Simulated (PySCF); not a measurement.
C₄H₆, charge +1, multiplicity 2. Atoms are numbered in the order given.

```xyz
10

C      0.1055    -1.8684     0.0000
C     -0.4175    -0.5728     0.0000
C      0.4175     0.5728     0.0000
C     -0.1055     1.8684     0.0000
H      1.1955    -2.0435     0.0000
H     -0.5574    -2.7496     0.0000
H     -1.5134    -0.4348     0.0000
H      1.5134     0.4348     0.0000
H      0.5574     2.7496     0.0000
H     -1.1955     2.0435     0.0000
```
Charge +1, spin multiplicity 2.

The structure is a stationary point at PBE-D3(BJ)/def2-SVP. The multiplicity is an assumed one; other spin states were not compared. The values are those of a single conformer.

Calculation: SMD-M06-2X/def2-SVP run with PySCF.

Solvation free energies are E(SMD) − E(gas) at the gas-phase geometry, for 1 M in both phases.

Rank water, N,N-dimethylformamide, diethylether by solvation free energy, most negative first.

N,N-dimethylformamide (-60.9 kcal/mol), water (-58.8 kcal/mol), diethylether (-49.3 kcal/mol)
